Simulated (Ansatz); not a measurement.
**CH5Si (SMILES [CH2][SiH3]): levels of theory compared**

Aim: a comparison of 6 runs (U-r2SCAN/STO-3G, UB2PLYP/STO-3G, UB3LYP/STO-3G, RPA@PBE/STO-3G, UMP2/STO-3G, UCCSD/STO-3G) of CH5Si. 

Program for the calculation: Ansatz 0.2.0.

56 further runs of the same task are left out: 1 that didn't finish, 55 set aside as unsound or not needed.

## Step 1: The structure to begin with

CH5Si: 7 atoms, total charge 0, spin state doublet. SMILES: `[CH2][SiH3]`. The Si2–C1 distance was set to 2.760 Å, away from the relaxed value. At this shape a bond of the SMILES string is far longer than usual.

Bond lengths: C1–H3 1.085 Å, C1–H4 1.085 Å, Si2–H5 1.492 Å, Si2–H6 1.487 Å, Si2–H7 1.487 Å. Angles: H3–C1–H4 114.8°, H5–Si2–H6 107.7°, H5–Si2–H7 107.7°, H6–Si2–H7 109.4°. A long bond or contact: C1–Si2 2.760 Å.

## Step 2: A single-point energy at U-r2SCAN/STO-3G (run 1)

File job.yaml:

```yaml
crystal:
  periodic: [false, false, false]
  atoms:
    - {symbol: C, position_ang: [-0.325054, -2.009426, 0.085601]}
    - {symbol: Si, position_ang: [0.132300, 0.709800, -0.029000]}
    - {symbol: H, position_ang: [-1.291454, -2.428626, 0.346701]}
    - {symbol: H, position_ang: [0.435846, -2.741226, -0.165599]}
    - {symbol: H, position_ang: [-0.191200, 1.256600, -1.379100]}
    - {symbol: H, position_ang: [-0.719700, 1.420100, 0.961800]}
    - {symbol: H, position_ang: [1.563100, 1.005600, 0.248500]}
basis:
  gaussian:
    orbitals: STO-3G
magnetization:
  spin_polarized: true
  initial_magnetization: 1
hamiltonian:
  xc: {name: r2SCAN}
accuracy: high
```

The run is started by

```console
ansatz run job.yaml --threads 1 --pin off --max-ram 2610MiB --events-out events.jsonl --progress --plain --runs-dir runs
```

Standard output:

```text
Warning: RAYON_NUM_THREADS=1 ignored (pool sized by the plan → 1); use --threads N
Functional definition: r2SCAN
  name "r2SCAN"
  parameter k0 = 0.174
  parameter k1 = 0.065
  parameter a1 = 4.9479
  exchange = r2scan_x(k0 = k0, k1 = k1, a1 = a1)
  correlation = r2scan_c
321 factors; integrals over basis functions are off by at most 1.2e-8 eV
mean field evaluation 1: about -8881.6208 eV, gradient 1.8e1 eV
mean field evaluation 2: about -8873.3921 eV, gradient 2.8e1 eV
mean field evaluation 4: about -8884.8139 eV, gradient 1.7e0 eV
mean field evaluation 8: about -8884.8844 eV, gradient 1.2e-2 eV
mean field evaluation 16: about -8884.7875 eV, gradient 6.7e-5 eV
mean field -8884.78750026 eV, -326.5099183093 hartree, gradient 6.5e-8 eV, S^2 0.944598; 0 other end points of the search recorded, 0 dependent functions left out
reference -8884.78750134 eV, -326.5099183490 hartree; 13, 12 occupied and 6, 7 virtual orbitals, 321 factors
Total energy: -8884.78750134 eV, -326.5099183490 hartree
```

It took 5.4 s on 1 thread of Arm Neoverse V1, shared host; peak memory 0.24 GiB.

## Step 3: The energy at UB2PLYP/STO-3G (run 2)

File input.yaml:

```yaml
basis:
  gaussian: {orbitals: STO-3G}
crystal:
  periodic: [false, false, false]
  atoms:
    - {symbol: C, position_ang: [-0.325054, -2.009426, 0.085601]}
    - {symbol: Si, position_ang: [0.132300, 0.709800, -0.029000]}
    - {symbol: H, position_ang: [-1.291454, -2.428626, 0.346701]}
    - {symbol: H, position_ang: [0.435846, -2.741226, -0.165599]}
    - {symbol: H, position_ang: [-0.191200, 1.256600, -1.379100]}
    - {symbol: H, position_ang: [-0.719700, 1.420100, 0.961800]}
    - {symbol: H, position_ang: [1.563100, 1.005600, 0.248500]}
hamiltonian: {xc: {name: B2PLYP}}
accuracy: high
correlation: {frozen_orbitals: {C: 1, H: 0, Si: 5}}
magnetization: {spin_polarized: true, initial_magnetization: 1}
```

The run is started by

```console
ansatz run input.yaml --threads 1 --pin off --max-ram 2610MiB --events-out events.jsonl --progress --plain --runs-dir runs
```

Standard output, cut to the lines that bear on the results:

```text
Warning: RAYON_NUM_THREADS=1 ignored (pool sized by the plan → 1); use --threads N
Functional definition: B2PLYP
  name "B2PLYP"
[...]
321 factors; integrals over basis functions are off by at most 1.2e-8 eV
[...]
mean field -8878.99580159 eV, -326.2970773088 hartree, gradient 3.6e-8 eV, S^2 1.214131; 1 other end points of the search recorded, 0 dependent functions left out
6 core orbitals not correlated: weight in the atoms' cores, before any rotation towards them, 1.000 or more for the frozen orbitals, at most 0.000 for the correlated occupied ones
reference -8878.99582174 eV, -326.2970780492 hartree; 7, 6 occupied and 6, 7 virtual orbitals, 321 factors
second order -2.58235751 eV of doubles, -0.00000000 eV of singles
Total energy: -8879.69305826 eV, -326.3227010190 hartree
```

It took 2.9 s on 1 thread of Arm Neoverse V1, shared host; peak memory 0.14 GiB.

Runs 3 to 4 aren't shown in full; the table further down has their settings and results.

## Step 4: The energy at UMP2/STO-3G (run 5)

File molecule.yaml:

```yaml
crystal:
  periodic: [false, false, false]
  atoms:
    - {symbol: C, position_ang: [-0.325054, -2.009426, 0.085601]}
    - {symbol: Si, position_ang: [0.132300, 0.709800, -0.029000]}
    - {symbol: H, position_ang: [-1.291454, -2.428626, 0.346701]}
    - {symbol: H, position_ang: [0.435846, -2.741226, -0.165599]}
    - {symbol: H, position_ang: [-0.191200, 1.256600, -1.379100]}
    - {symbol: H, position_ang: [-0.719700, 1.420100, 0.961800]}
    - {symbol: H, position_ang: [1.563100, 1.005600, 0.248500]}
basis:
  gaussian:
    orbitals: STO-3G
magnetization:
  spin_polarized: true
  initial_magnetization: 1
correlation:
  method: mp2
  frozen_orbitals: {C: 1, H: 0, Si: 5}
accuracy: high
```

The run is started by

```console
ansatz run molecule.yaml --threads 1 --pin off --max-ram 2610MiB --events-out events.jsonl --progress --plain --runs-dir runs
```

Standard output:

```text
Warning: RAYON_NUM_THREADS=1 ignored (pool sized by the plan → 1); use --threads N
Functional definition: HF
  name "HF"
  exchange = exact_x
  correlation = 0
321 factors; integrals over basis functions are off by at most 1.2e-8 eV
mean field evaluation 1: about -8860.7982 eV, gradient 1.1e1 eV
mean field evaluation 2: about -8860.7992 eV, gradient 1.1e1 eV
mean field evaluation 4: about -8862.2818 eV, gradient 2.3e0 eV
mean field evaluation 8: about -8862.0462 eV, gradient 8.0e-2 eV
mean field evaluation 16: about -8863.5544 eV, gradient 1.0e-8 eV
mean field evaluation 32: about -8863.5544 eV, gradient 2.4e-8 eV
mean field -8863.55438719 eV, -325.7296157964 hartree, gradient 2.2e-8 eV, S^2 1.484272; 3 other end points of the search recorded, 0 dependent functions left out
6 core orbitals not correlated: weight in the atoms' cores, before any rotation towards them, 1.000 or more for the frozen orbitals, at most 0.000 for the correlated occupied ones
reference -8863.55438719 eV, -325.7296157964 hartree; 7, 6 occupied and 6, 7 virtual orbitals, 321 factors
second order -1.76131670 eV of doubles, -0.00000000 eV of singles
Total energy: -8865.31570389 eV, -325.7943429912 hartree
```

Wall time 0.22 s (1 thread of Arm Neoverse V1, shared host).

## Step 5: A single-point energy at UCCSD/STO-3G (run 6)

input.yaml: that of step 3 with these lines changed.

```diff
@@ -1,3 +1,4 @@
 basis:
-  gaussian: {orbitals: STO-3G}
+  gaussian:
+    orbitals: STO-3G
 crystal:
@@ -12,5 +13,10 @@
     - {symbol: H, position_ang: [1.563100, 1.005600, 0.248500]}
-hamiltonian: {xc: {name: B2PLYP}}
+magnetization:
+  spin_polarized: true
+  initial_magnetization: 1
+correlation:
+  method: ccsd
+  frozen_orbitals: {C: 1, H: 0, Si: 5}
 accuracy: high
-correlation: {frozen_orbitals: {C: 1, H: 0, Si: 5}}
-magnetization: {spin_polarized: true, initial_magnetization: 1}
+scf:
+  omitted_lower_state_checks: [cluster_reference, increment]
```

The run is started by

```console
ansatz run input.yaml --threads 1 --pin off --max-ram 2610MiB --events-out events.jsonl --progress --plain --runs-dir runs
```

Standard output:

```text
Warning: RAYON_NUM_THREADS=1 ignored (pool sized by the plan → 1); use --threads N
[... 13 lines left out ...]
6 core orbitals not correlated: weight in the atoms' cores, before any rotation towards them, 1.000 or more for the frozen orbitals, at most 0.000 for the correlated occupied ones
[... 36 lines left out ...]
Total energy: -8866.66798885 eV, -325.8440385469 hartree
Checks for a lower state left out: cluster_reference, increment
```

Wall time 0.36 s (1 thread of Arm Neoverse V1, shared host).

## Step 6: All runs side by side

```
run            level  frozen core orbitals  energy (Eh)   ⟨S²⟩  wall time
  1  U-r2SCAN/STO-3G                     –  -326.509918  0.945      5.4 s
  2   UB2PLYP/STO-3G                     6  -326.322701  1.214      2.9 s
  3    UB3LYP/STO-3G                     –  -326.564016  0.897      2.5 s
  4   RPA@PBE/STO-3G                     6  -325.898405  0.811      3.3 s
  5      UMP2/STO-3G                     6  -325.794343  1.484     0.22 s
  6     UCCSD/STO-3G                     6  -325.844039  1.484     0.36 s
```

## Step 7: What came out

| quantity | value |
| --- | --- |
| run 6: total energy | -325.84404 Eh |
| run 6: correlation energy (6 core orbitals frozen) | -114.4 mEh |
| run 6: ⟨S²⟩ of the reference determinant | 1.484 |
| run 6: T1 diagnostic | 0.055 |

**Reading.** Totals of different functionals can't be ranked against each other. In runs 1, 2, 3, 4, 5, 6 the basis is minimal, so the values are rough. Spin contamination of the reference: run 5 ⟨S²⟩ = 1.48, run 6 ⟨S²⟩ = 1.48, run 2 ⟨S²⟩ = 1.21, run 1 ⟨S²⟩ = 0.94, run 3 ⟨S²⟩ = 0.90. Where it is this large, the reference is a mixture of spin states, and values that rest on it are in doubt. All runs together took 15 s, the longest 5.4 s.
